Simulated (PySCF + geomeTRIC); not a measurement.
Species: CH₃, SMILES `[CH3]` (charge 0, multiplicity 2).

Give a relaxed geometry from PySCF + geomeTRIC with B3LYP-D3(BJ)/def2-TZVP.

the end point of this relaxation (outside a Z-matrix the atoms follow the SMILES, hydrogens last).
Z-matrix (Å, degrees):
```
C
H 1 1.0789
H 1 1.0789 2 120.00
H 1 1.0789 2 120.00 3 -179.99
```
